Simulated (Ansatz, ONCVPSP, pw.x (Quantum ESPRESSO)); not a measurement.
pw.x on sc Al: one setting changed

Potential: optimised norm-conserving Vanderbilt (ONCV), ONCVPSP 4.0.1.1 (patched build), LDA (Perdew-Wang 92); core [Ne], reference 3s2 3p1; waves: 3s: rc 2.05 bohr, ncon 3, nbas 8, qcut 2.5 1/bohr, 2 projectors, debl 1.2 Ha; 3p: rc 2.65 bohr, ncon 4, nbas 7, qcut 3.7 1/bohr, 3 projectors, debl 1 Ha; d scattering state at 0.47 Ha: rc 2.75 bohr, ncon 4, nbas 8, qcut 4.1 1/bohr, 2 projectors, debl 1.5 Ha; local part: polynomial inside 1.70 bohr (lpopt 4, dvloc0 3 Ha); core correction: Teter function, fcfact 5.25, rcfact 1.1.

The reference run (k-mesh 12³, cutoffs 110/440 Ry, Fermi–Dirac 0.01 Ry, mixing_beta 0.4, conv_thr 1e-9, no spin) gives -0.06 GPa at 19.228 Å³/atom, where all-electron LAPW gives 0.27 GPa. This run, with its own iteration cap, changes degauss to 0.005.

```
&control
  calculation='scf', prefix='x', pseudo_dir='./', outdir='./tmp', tstress=.true., disk_io='none'
/
&system
  ibrav=0, nat=1, ntyp=1, ecutwfc=110, ecutrho=440, nbnd=8,
  occupations='smearing', smearing='fd', degauss=0.005
/
&electrons
  conv_thr=1e-09, mixing_beta=0.4, electron_maxstep=60
/
ATOMIC_SPECIES
Al 1.0 Al.UPF
CELL_PARAMETERS angstrom
  2.67903284 0.00000000 0.00000000
  0.00000000 2.67903284 0.00000000
  0.00000000 0.00000000 2.67903284
ATOMIC_POSITIONS crystal
Al 0.0000 0.0000 0.0000
K_POINTS automatic
12 12 12 0 0 0
```

```bash
pw.x < Al.scf.in > Al.scf.out
```

How does the run end?

It converges in 6 iterations; the free energy moves by +11.1 meV/atom and the pressure by -0.11 GPa. In a metal, with Fermi–Dirac smearing, F lies below its zero-width value by a term in the square of the width.

```
Message from routine setup:
     using ibrav=0 with symmetry is DISCOURAGED, use correct ibrav instead
     lattice parameter (alat)  =       5.0626  a.u.
     unit-cell volume          =     129.7570 (a.u.)^3
     number of electrons       =         3.00
     number of Kohn-Sham states=            8
     kinetic-energy cutoff     =     110.0000  Ry
     charge density cutoff     =     440.0000  Ry
     scf convergence threshold =      1.0E-09
     Exchange-correlation= SLA  PW   NOGX NOGC
     number of k points=    84  Fermi-Dirac smearing, width (Ry)=  0.0050
     iteration #  1     ecut=   110.00 Ry     beta= 0.40
     total energy              =      -4.47612097 Ry
     estimated scf accuracy    <       0.00293030 Ry
     iteration #  2     ecut=   110.00 Ry     beta= 0.40
     total energy              =      -4.47587696 Ry
     estimated scf accuracy    <       0.00093347 Ry
     iteration #  3     ecut=   110.00 Ry     beta= 0.40
     total energy              =      -4.47591997 Ry
     estimated scf accuracy    <       0.00001060 Ry
     iteration #  4     ecut=   110.00 Ry     beta= 0.40
     total energy              =      -4.47592077 Ry
     estimated scf accuracy    <       0.00000002 Ry
     iteration #  5     ecut=   110.00 Ry     beta= 0.40
     total energy              =      -4.47592081 Ry
     estimated scf accuracy    <          4.8E-09 Ry
     iteration #  6     ecut=   110.00 Ry     beta= 0.40
     the Fermi energy is     5.7661 ev
!    total energy              =      -4.47592081 Ry
     estimated scf accuracy    <          2.2E-10 Ry
     smearing contrib. (-TS)   =      -0.00050449 Ry
     The total energy is F=E-TS. E is the sum of the following terms:
     one-electron contribution =       2.43825108 Ry
     hartree contribution      =       0.03090875 Ry
     xc contribution           =      -1.90062958 Ry
     ewald contribution        =      -5.04394657 Ry
     convergence has been achieved in   6 iterations
          total   stress  (Ry/bohr**3)                   (kbar)     P=       -1.68
     Message from routine punch:
     Nothing written, as per user request (disk_io='none')
```

The run took about 30 s on one core of a shared host (Neoverse-N1, 64 threads, 124 GiB, load 56).
